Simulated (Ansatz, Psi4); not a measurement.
A ladder of methods for CH2AlN (SMILES N#[C][AlH2])

CH2AlN has 5 atoms, charge 0, and is taken as a singlet. As SMILES, `N#[C][AlH2]`. The shape is that of a PBE0-D4/def2-TZVP optimisation.

```tsv
atom	x (Å)	y (Å)	z (Å)
N	1.3823	-1.3460	1.3942
C	0.7142	-0.6980	0.7118
Al	-0.4072	0.3900	-0.4346
H	-1.6297	-0.3229	-1.1202
H	-0.0097	1.9032	-0.5926
```

Quantity: the energy change with the C2–Al3 bond stretched from 1.938 to 2.907 Å, in eV. The values are calculated.

```json
{"level": "HF/STO-3G (restricted)", "kind": "Hartree–Fock", "program": "Ansatz", "value (eV)": "4.56", "CPU time (all runs)": "0.21 s"}
{"level": "SVWN5/STO-3G (restricted)", "kind": "LDA", "program": "Ansatz", "value (eV)": "3.71", "CPU time (all runs)": "1.5 s"}
{"level": "BLYP/STO-3G (restricted)", "kind": "GGA", "program": "Ansatz", "value (eV)": "3.39", "CPU time (all runs)": "2.2 s"}
{"level": "PBE/STO-3G (restricted)", "kind": "GGA", "program": "Ansatz", "value (eV)": "3.50", "CPU time (all runs)": "2.2 s"}
{"level": "revPBE/STO-3G (restricted)", "kind": "GGA", "program": "Ansatz", "value (eV)": "3.43", "CPU time (all runs)": "2.2 s"}
{"level": "r2SCAN/STO-3G (restricted)", "kind": "meta-GGA", "program": "Ansatz", "value (eV)": "3.70", "CPU time (all runs)": "5.1 s"}
{"level": "r2SCAN-D4/def2-SVP (density fitting) (restricted)", "kind": "meta-GGA", "program": "Psi4", "value (eV)": "2.40", "CPU time (all runs)": "24 s"}
{"level": "B3LYP/STO-3G (restricted)", "kind": "global hybrid", "program": "Ansatz", "value (eV)": "3.74", "CPU time (all runs)": "2.3 s"}
{"level": "BHLYP/STO-3G (restricted)", "kind": "global hybrid", "program": "Ansatz", "value (eV)": "4.16", "CPU time (all runs)": "2.2 s"}
{"level": "PBE0/STO-3G (restricted)", "kind": "global hybrid", "program": "Ansatz", "value (eV)": "3.90", "CPU time (all runs)": "2.2 s"}
```

The first shape isn't each level's own minimum. The values span 2.40 to 4.56 eV. CPU times are rough (shared hosts, several kinds of processor and program).
